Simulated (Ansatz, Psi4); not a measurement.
## Worked example: the enthalpy of formation of CO2 (SMILES O=C=O)

The species is CO2 (3 atoms), meant as a singlet with charge 0. As SMILES, `O=C=O`. The shape is that of a PBE0-D4/def2-TZVP optimisation.

```xyz
3

O     0.3716   -1.0919    0.0882
C     0.0001    0.0001    0.0001
O    -0.3718    1.0918   -0.0883
```

Total energies at MP2/cc-pVTZ, 3 core orbitals frozen (Psi4 1.11); the atoms run unrestricted:

```tsv
species	state	energy (Eh)
CO2	singlet	-188.307738
O	triplet	-74.954902
C	triplet	-37.758488
```

Harmonic wavenumbers at PBE0-D4/def2-TZVP, in cm⁻¹: 688, 688, 1394, 2454.

Measured heats of formation of the gaseous atoms at 298.15 K, in kJ/mol: O 249.2, C 716.9. Spin-orbit lowering of the atoms at 298 K (mean of the ground term's levels less their thermal mean, from spectra), in kJ/mol: O 0.40, C 0.02. Take 1 Eh = 2625.50 kJ/mol, 1 cm⁻¹ = 0.0119627 kJ/mol, RT = 2.479 kJ/mol.

Q: Work out the heat of formation of the gas at 298 K.

A: 
1. Electronic atomisation energy: 2 × (-74.954902) + (-37.758488) − (-188.307738) = 0.639446 Eh = 1678.9 kJ/mol.
2. Zero-point energy: half the sum of the wavenumbers, 2612 cm⁻¹ = 31.2 kJ/mol.
3. Thermal vibrational enthalpy, Σ hcν̃/(exp(hcν̃/kT) − 1): 0.6 kJ/mol. Translation, rotation and pV of a linear molecule: 3.5 RT = 8.7 kJ/mol.
4. The 3 free atoms carry 5/2 RT each: 18.6 kJ/mol.
5. Spin-orbit coupling lowers the free atoms by 2 × 0.40 + 0.02 = 0.8 kJ/mol.
6. Atomisation enthalpy at 298 K: 1678.9 − 0.8 − 31.2 − 0.6 − 8.7 + 18.6 = 1656.2 kJ/mol.
7. Sum of the atoms' heats of formation: 1215.3 kJ/mol. Heat of formation: 1215.3 − 1656.2 = -440.9 kJ/mol.

The tabulated value is -393.5 kJ/mol (Active Thermochemical Tables), so this level is off by -47.4 kJ/mol, or 2.9 % of the atomisation enthalpy that the table implies (1608.8 kJ/mol). Anharmonicity and any spin-orbit splitting of the molecule are left out, and so is core correlation.
